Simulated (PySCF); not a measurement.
# Frontier orbitals and the lowest excitations

1,3-pentadiyne, C5H4.
Structure used (PBE0-D3(BJ)/def2-SVP), in Å, numbered top down from 1:
```xyz
9
C5H4 angstrom
C      2.4001    1.9224    0.9307
C      1.4920    1.1862    0.5922
C      0.4672    0.3580    0.2110
C     -0.4422   -0.3787   -0.1269
C     -1.5256   -1.2534   -0.5272
H      3.2033    2.5699    1.2294
H     -2.5030   -0.7995   -0.2992
H     -1.4901   -1.4559   -1.6093
H     -1.4690   -2.2184    0.0008
```

Computed with TDDFT CAM-B3LYP/def2-SVPD, vertical, gas phase, core orbitals frozen in the response (PySCF 2.14.0, density-fitted response routines).

Kohn–Sham orbitals with the atoms that hold most of them (Löwdin shares over 4%, at most four atoms):

| orbital | ε (eV) | atoms |
| --- | --- | --- |
| HOMO-3 | -11.23 | C2 32%, C3 26%, C1 20%, C4 14% |
| HOMO-2 | -11.23 | C2 32%, C3 26%, C1 20%, C4 14% |
| HOMO-1 | -8.40 | C4 24%, C1 24%, C3 22%, C2 19% |
| HOMO | -8.40 | C4 24%, C1 24%, C3 22%, C2 19% |
| LUMO | 0.58 | C1 24%, C2 21%, C4 20%, C3 16% |
| LUMO+1 | 0.58 | C1 24%, C2 21%, C4 20%, C3 16% |
| LUMO+2 | 1.22 | C5 35%, C4 19%, C3 10%, H8 9% |

Within 0.005 eV of a neighbour in this list lie HOMO-3/HOMO-2, HOMO-1/HOMO and LUMO/LUMO+1 (point group found: C3v); within a degenerate set the shares of single atoms can hang on how the components are chosen.

**Question.** The HOMO–LUMO gap is 8.98 eV. Where does the response calculation put the lowest singlet, and from which orbitals?

**Answer.** S1 is at 4.69 eV (f = 0.0000), 4.30 eV below the gap, made of HOMO-1/HOMO→LUMO/LUMO+1 (≥90%). 

Next come S2 at 4.89 eV (f 0.0002), HOMO-1/HOMO→LUMO/LUMO+1 (≥94%); S3 at 4.89 eV (f 0.0002), HOMO-1/HOMO→LUMO/LUMO+1 (≥94%); S4 at 6.84 eV (f 0.0000), HOMO-1/HOMO→LUMO+2 (≥83%); S5 at 6.84 eV (f 0.0000), HOMO-1/HOMO→LUMO+2 (≥83%).

Orbitals of the list HOMO-3 to LUMO+2 that lie within 0.01 eV of each other are written together with a slash and their weights summed (≥ marks a lower bound); for degenerate orbitals outside that list single weights are arbitrary.
